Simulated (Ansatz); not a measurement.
Energy needed to pull apart AlBH3F (SMILES [BH2][AlH][F]), singlet, into free ground-state atoms, from the structure below (displaced at random from its PBE0-D4/def2-TZVP minimum); no zero-point or spin–orbit terms; open-shell atoms are treated unrestricted, in their ground-state multiplicity.

B1  (-0.812, 0.406, -0.663)
Al2  (0.750, -0.313, 0.587)
F3  (1.163, -1.909, 0.409)
H4  (-1.968, 0.375, -0.352)
H5  (-0.563, 0.941, -1.759)
H6  (1.507, 0.481, 1.722)
(Å)

Ansatz 0.2.0; basis: def2-TZVPP; cores frozen in the correlated methods.

```
   method  atomization energy (eV)
   PBE-D4                        ?
r2SCAN-D4                        ?
  PBE0-D4                    19.16
  wB97M-V                    19.44
       HF                    15.22
      MP2                    19.29
     CCSD                    18.78
  CCSD(T)                    18.96
```

Problem. What does PBE-D4 give? (Judge from chemistry; the value comes from the calculation.)

Solution. Computed: 19.37 eV, which is about 0.41 eV more than CCSD(T)/def2-TZVPP.

Problem. What does r2SCAN-D4 give? (An estimate is asked for; the value comes from the calculation.)

Solution. By the calculation: 19.49 eV, which is about 0.53 eV more than CCSD(T)/def2-TZVPP.

In triple zeta the MP2 and coupled-cluster atomization energies are still short of their basis limit by a few kcal/mol a bond, whereas those of the functionals are nearly converged, so these differences are not deviations from converged CCSD(T).

T1 diagnostic: at most 0.012.

For scale, one of the runs: CCSD(T)/def2-TZVPP forces, 146 basis functions (an equivalent command: `ansatz run in.yaml --threads 2`). Time: 42 s of wall clock on 2 CPU threads; the host was shared. Peak host memory: 1.5 GiB.
